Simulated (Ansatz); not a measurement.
**Relaxing Ga₂I**

Computed with DFT PBE, scalar-relativistic, plane waves, PAW in Ansatz 0.2.0. Cutoff 420 eV, Γ-centred k mesh, Gaussian smearing, no spin polarisation in the final step.

The start puts Ga₂I on the cubic Laves (C15) structure type (Fd-3m, No. 227), with I in place of Mg, Ga in place of Cu, at a guessed volume.

```
Ga I
1.0
     0.00000    4.27863    4.27863
     4.27863    0.00000    4.27863
     4.27863    4.27863    0.00000
Ga I
4 2
Cartesian
  5.3483 5.3483 5.3483
  5.3483 3.2090 3.2090
  3.2090 3.2090 5.3483
  3.2090 5.3483 3.2090
  0.0000 0.0000 0.0000
  2.1393 2.1393 2.1393
```

Cell and atoms relax at zero pressure; the relaxation can't lower the symmetry of the start.

Formation energies are uncorrected and refer to the elements' standard structures at the same level.

Q: Which crystal results?

A: It keeps Fd-3m (No. 227). The result has the cubic Laves (C15) structure. Conventional cell: a = 8.699 Å. Ga is coordinated by 6 Ga at 3.08 Å and 6 I at 3.61 Å; I has 12 Ga at 3.61 Å and 4 I at 3.77 Å.

```
Ga I
1.0
     0.00000    4.34953    4.34953
     4.34953    0.00000    4.34953
     4.34953    4.34953    0.00000
Ga I
4 2
Direct
  0.12500 0.12500 0.12500
  0.62500 0.12500 0.12500
  0.12500 0.12500 0.62500
  0.12500 0.62500 0.12500
  0.50000 0.50000 0.50000
  0.75000 0.75000 0.75000
```

Q: What are its volume, energy, density and gap?

A: The volume per atom is 27.43 Å³. The density is 5.37 g/cm³, the energy over the elements is 0.01 eV/atom and the gap on the 8×8×8 mesh is 0 eV (a metal).

The final run used a 8×8×8 mesh on its 6-atom cell and 0.10 eV smearing. The k mesh leaves about 4 meV/atom of noise in metals. Spin–orbit coupling is left out. A structure relaxed within its symmetry needn't be a true minimum. The steps took roughly 40 core-seconds in all.

Cost: 2 runs of about 0.61 core-minutes in all, on Intel Xeon 6975P-C (Granite Rapids) (shared hosts).